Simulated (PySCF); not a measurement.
Homolysis of single bonds, series cyclopropyl-X. Isolated molecules, 0 K electronic values unless said otherwise. One relaxed conformer stands for each flexible species; it need not be the lowest. Strings in code marks are SMILES.

All values below come from PySCF 2.14.0 with PBE-D3(BJ)/def2-TZVP // TPSSh-D3(BJ)/def2-TZVP. 

```tsv
species	dipole moment (D)
whole molecule (`C1C(C1)CC` (C–C–C–C torsion 155°))	–
whole molecule (`BrC1CC1`)	[?]
radical fragment (`[O]C1CC1`)	3.00
radical fragment (`[SH]`)	0.87
```

Question: Complete the blanks.

Answer: 
- whole molecule (`BrC1CC1`), dipole moment (D): 1.95
